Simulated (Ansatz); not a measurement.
```yaml
crystal:
  periodic: [false, false, false]
  atoms:
    - {symbol: B, position_ang: [-0.643837, -0.351214, -0.352060]}
    - {symbol: P, position_ang: [0.694149, 0.954596, -0.603081]}
    - {symbol: P, position_ang: [0.449051, -0.385131, 1.185037]}
    - {symbol: H, position_ang: [-1.593935, -0.848156, -0.854615]}
    - {symbol: H, position_ang: [1.533951, 0.018828, -1.274018]}
    - {symbol: H, position_ang: [-0.397380, 0.547078, 1.852637]}
basis:
  gaussian: {orbitals: cc-pVTZ-DK, final_grid: {core_spheres: 1, valence_spheres: 1, degree: 5}}
hamiltonian: {xc: {name: r2SCAN}}
scf: {lower_state_search: light}
output: {forces: true}
```

```sh
$ ansatz run in.yaml --threads 2 --pin off --events-out ev --progress --plain --max-ram 4352MiB
```

Output, abridged:

```
Functional definition: r2SCAN
933 factors; their error is unknown
mean field evaluation 1: about -19342.9386 eV, gradient 2.8e1 eV
mean field evaluation 2: about -19339.1331 eV, gradient 4.2e1 eV
mean field evaluation 4: about -19345.5125 eV, gradient 2.4e0 eV
mean field evaluation 8: about -19331.7773 eV, gradient 8.7e0 eV
mean field evaluation 16: about -19332.7243 eV, gradient 1.8e-1 eV
mean field -19332.85804152 eV, -710.4694287439 hartree, gradient 2.2e-5 eV, S^2 0.000000; 0 other end points of the search recorded, 0 dependent functions left out
reference -19332.85807694 eV, -710.4694300455 hartree; 19, 19 occupied and 121, 121 virtual orbitals, 933 factors
Total energy: -19332.85807694 eV, -710.4694300455 hartree
Relativity: scalar
Atom 0 at    -0.643837    -0.351214    -0.352060 Å, force    11.083543     5.795745     5.863935 eV/Å
Atom 1 at     0.694149     0.954596    -0.603081 Å, force    -9.398574    -8.688777     7.110427 eV/Å
Atom 2 at     0.449051    -0.385131     1.185037 Å, force    -3.721565     1.835701   -14.042692 eV/Å
Atom 3 at    -1.593935    -0.848156    -0.854615 Å, force     2.102023     1.098515     1.110922 eV/Å
Atom 4 at     1.533951     0.018828    -1.274018 Å, force     0.590944    -1.495838     0.253683 eV/Å
Atom 5 at    -0.397380     0.547078     1.852637 Å, force    -0.656371     1.454654    -0.296274 eV/Å
Dipole moment:    -0.061806    -0.032347    -0.032640 e Å
```

Task: Something in this input is off. What?

Result: The integration grid is far too coarse. The calculation finished and met its thresholds. The result belongs to that input, not to the molecule as meant.
